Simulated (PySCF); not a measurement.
# Two attempts at CH2F (SMILES [CH2]F)

Wanted: energy and one-electron properties of CH2F, UCAM-QTP00/DZVP (density fitting, SS(V)PE pyridine).

The calculation is run with PySCF 2.14.0.

4 further runs of the same task are left out: 4 set aside as unsound or not needed.

### Step 1. The molecule

The species is CH2F (4 atoms), meant as a doublet with charge 0. SMILES: `[CH2]F`. Geometry: relaxed at PBE0-D4/def2-TZVP.

Bond lengths: C1–F2 1.331 Å, C1–H3 1.082 Å, C1–H4 1.082 Å. Angles: F2–C1–H3 115.1°, F2–C1–H4 115.1°, H3–C1–H4 124.6°.

### Step 2. Try one

File calc.py:

```python
from pyscf import gto, dft, solvent
from pyscf import df

mol = gto.M(
    atom='C -0.030100 -0.057600 -0.131100; F -0.030100 -0.007600 -0.131100; H -0.946900 0.472300 -0.352500; H 0.027000 -1.108700 0.119000',
    max_memory=1860,
    basis='dzvp',
    charge=0,
    spin=1,
    verbose=3,
)

myscf = dft.UKS(mol, xc='hyb_gga_xc_cam_qtp_00')
myscf = myscf.density_fit(auxbasis=df.aug_etb(mol, beta=2.0))
myscf = myscf.PCM()
myscf.with_solvent.method = 'SS(V)PE'
myscf.with_solvent.eps = 12.978  # pyridine
myscf.max_cycle = 69
myscf.kernel()

energy = myscf.e_tot
print('E = %.10f Eh' % energy)
myscf.analyze()
quad = myscf.quad_moment()
```

The run is started by

```console
$ OMP_NUM_THREADS=1 python calc.py
```

Standard output:

```text
WARN: PCM is an experimental feature. It is still in testing.
Features and APIs may be changed in the future.

WARN: HOMO -0.134219628987552 >= LUMO -0.134219628987548

converged SCF energy = 291.047296271978  <S^2> = 0.75665021  2S+1 = 2.0066392
E = 291.0472962720 Eh
**** MO energy ****
                             alpha | beta                alpha | beta
MO #1   energy= -57.943636906699   | -57.9368076558287  occ= 1 | 1
MO #2   energy= -7.04805308938616  | -7.04443656194061  occ= 1 | 1
MO #3   energy= -5.06122547511233  | -5.05520866536639  occ= 1 | 1
MO #4   energy= -5.02712423269322  | -5.01965788710471  occ= 1 | 1
MO #5   energy= -5.01906893816103  | -5.00767746300173  occ= 1 | 1
MO #6   energy= -0.896665814487928 | -0.863196778357885 occ= 1 | 1
MO #7   energy= -0.659169302354599 | -0.652175773043059 occ= 1 | 1
MO #8   energy= -0.381703503271245 | -0.34506000348031  occ= 1 | 1
MO #9   energy= -0.369586075948504 | -0.052611733496164 occ= 1 | 0
MO #10  energy= 0.153514285812234  | 0.174949735680633  occ= 0 | 0
MO #11  energy= 0.171898573918702  | 0.182596519453476  occ= 0 | 0
MO #12  energy= 0.288734867964237  | 0.2925578975718    occ= 0 | 0
MO #13  energy= 0.346399277376237  | 0.349380783474469  occ= 0 | 0
MO #14  energy= 0.360405027307922  | 0.394958173036979  occ= 0 | 0
MO #15  energy= 0.514361861046236  | 0.519578648911882  occ= 0 | 0
MO #16  energy= 0.665071022658054  | 0.714215055319922  occ= 0 | 0
MO #17  energy= 0.731991332978361  | 0.759649514711271  occ= 0 | 0
MO #18  energy= 0.760618964454044  | 0.791355773815068  occ= 0 | 0
MO #19  energy= 0.781455294674759  | 0.810045053832465  occ= 0 | 0
MO #20  energy= 0.93549169236648   | 0.960291043948793  occ= 0 | 0
MO #21  energy= 1.33274172358125   | 1.33634421230818   occ= 0 | 0
MO #22  energy= 1.70152548341581   | 1.70742691525012   occ= 0 | 0
MO #23  energy= 1.81281099004382   | 1.83883198639363   occ= 0 | 0
MO #24  energy= 1.84307832417139   | 1.84646952799626   occ= 0 | 0
MO #25  energy= 2.09910361836261   | 2.10386102142599   occ= 0 | 0
MO #26  energy= 2.6492703337478    | 2.66296110324438   occ= 0 | 0
MO #27  energy= 2.67588469445789   | 2.68766120318769   occ= 0 | 0
MO #28  energy= 2.67786752047255   | 2.68996938115857   occ= 0 | 0
MO #29  energy= 2.80165793156106   | 2.80682928196297   occ= 0 | 0
MO #30  energy= 3.06307787771211   | 3.07287500287972   occ= 0 | 0
MO #31  energy= 3.48146608885794   | 3.48865786613679   occ= 0 | 0
MO #32  energy= 31.2255629273126   | 31.2290674870096   occ= 0 | 0

To work with the spin densities directly, `use mulliken_meta_spin()` only printing them here.

 ** Mulliken spin pop alpha/beta on meta-lowdin orthogonal AOs **
 ** Mulliken Spin Density (per atom)  **
spin density of  0 C =      1.03270
spin density of  1 F =      0.00709
spin density of  2 H =     -0.02427
spin density of  3 H =     -0.01552
 ** Mulliken pop alpha/beta on meta-lowdin orthogonal AOs **
 ** Mulliken atomic charges   ( Nelec_alpha | Nelec_beta ) **
charge of  0C =     -0.76499  (     3.89885      2.86614 )
charge of  1F =      1.11201  (     3.94754      3.94045 )
charge of  2H =     -0.34558  (     0.66065      0.68492 )
charge of  3H =     -0.00145  (     0.49296      0.50849 )
Dipole moment(X, Y, Z, Debye): -1.94346, -1.79170,  0.56718
Traceless quadrupole moment (Debye*A):
```

It took 5.4 s on 1 thread of Intel Xeon Platinum 8259CL at 2.50GHz (Skylake/Cascade Lake), shared host; peak memory 0.2 GiB.

### Step 3. Reading the log

It ran to the end. The result can't be trusted all the same.

Cause: two atoms lie on top of or far too near each other. As the program read them, the closest atoms are 0.05 Å apart, against 1.08 Å in the sound input.

### Step 4. Try two

File run.py:

```python
from pyscf import gto, dft, solvent
from pyscf import df

molecule = gto.M(
    atom=[
    ('C', (-0.030100, -0.057600, -0.131100)),
    ('F', (0.950000, 0.694000, 0.364600)),
    ('H', (-0.946900, 0.472300, -0.352500)),
    ('H', (0.027000, -1.108700, 0.119000)),
],
    basis='dzvp',
    verbose=3,
    max_memory=1860,
    spin=1,
)

calc0 = dft.UKS(molecule)
calc0.xc = 'hyb_gga_xc_cam_qtp_00'
calc0 = calc0.density_fit(auxbasis=df.aug_etb(molecule, beta=2.0))
calc0 = calc0.PCM()
calc0.with_solvent.method = 'SS(V)PE'
calc0.with_solvent.eps = 12.978
calc0.kernel()

e_tot = calc0.e_tot
print('E(%s) = %.9f' % ('CAM-QTP00', e_tot))
dip = calc0.dip_moment()
pop, q = calc0.mulliken_pop()
quad = calc0.quad_moment()
```

The run is started by

```console
$ OMP_NUM_THREADS=1 python run.py
```

Standard output:

```text
WARN: PCM is an experimental feature. It is still in testing.
Features and APIs may be changed in the future.

WARN: HOMO -0.118461588033071 >= LUMO -0.118461588033072

converged SCF energy = -139.056840328262  <S^2> = 0.75486237  2S+1 = 2.0048565
E(CAM-QTP00) = -139.056840328
Dipole moment(X, Y, Z, Debye): -1.48853, -0.99249, -0.25454
 ** Mulliken pop       alpha | beta **
pop of  0 C 1s        1.00003 | 1.00019
pop of  0 C 2s        0.41154 | 0.36504
pop of  0 C 3s        0.29847 | 0.24147
pop of  0 C 2px       0.42856 | 0.31653
pop of  0 C 2py       0.43899 | 0.41523
pop of  0 C 2pz       0.66623 | 0.09456
pop of  0 C 3px       0.06870 | 0.02975
pop of  0 C 3py       0.05071 | 0.04717
pop of  0 C 3pz       0.21781 | 0.01668
pop of  0 C 3dxy      0.01467 | 0.01482
pop of  0 C 3dyz      0.00643 | 0.00675
pop of  0 C 3dz^2     0.00485 | 0.00704
pop of  0 C 3dxz      0.00652 | 0.00709
pop of  0 C 3dx2-y2    0.01604 | 0.01628
pop of  1 F 1s        0.99989 | 0.99990
pop of  1 F 2s        0.49301 | 0.48819
pop of  1 F 3s        0.45584 | 0.45946
pop of  1 F 2px       0.65426 | 0.64772
pop of  1 F 2py       0.68816 | 0.68870
pop of  1 F 2pz       0.73763 | 0.65588
pop of  1 F 3px       0.19344 | 0.20228
pop of  1 F 3py       0.21263 | 0.21687
pop of  1 F 3pz       0.20960 | 0.24317
pop of  1 F 3dxy      0.00239 | 0.00224
pop of  1 F 3dyz      0.00121 | 0.00093
pop of  1 F 3dz^2     0.00129 | 0.00080
pop of  1 F 3dxz      0.00170 | 0.00142
pop of  1 F 3dx2-y2    0.00152 | 0.00141
pop of  2 H 1s        0.26637 | 0.28522
pop of  2 H 2s        0.09255 | 0.12097
pop of  3 H 1s        0.26636 | 0.28520
pop of  3 H 2s        0.09262 | 0.12104
In total             9.00000 | 8.00000
 ** Mulliken atomic charges   ( Nelec_alpha | Nelec_beta ) **
charge of  0C =     -0.20815  (     3.62954      2.57861 )
charge of  1F =     -0.26151  (     4.65256      4.60895 )
charge of  2H =      0.23489  (     0.35892      0.40619 )
charge of  3H =      0.23478  (     0.35897      0.40625 )
Traceless quadrupole moment (Debye*A):
```

It took 5.4 s on 1 thread of Intel Xeon Platinum 8259CL at 2.50GHz (Skylake/Cascade Lake), shared host; peak memory 0.22 GiB.

Atomic charges (e):

```
atom  Mulliken
  C1    -0.208
  F2    -0.262
  H3    +0.235
  H4    +0.235
```

### Step 5. What came out

At UCAM-QTP00/DZVP (density fitting, SS(V)PE pyridine):

```
                          quantity          value
                      total energy  -139.05684 Eh
                     dipole moment         1.81 D
HOMO energy (highest over α and β)       -9.50 eV
 LUMO energy (lowest over α and β)        1.16 eV
        solvent term in the energy    -9.5 kJ/mol
                              ⟨S²⟩          0.755
```

In words: The first attempt's energy was +11703.730 eV off this one.
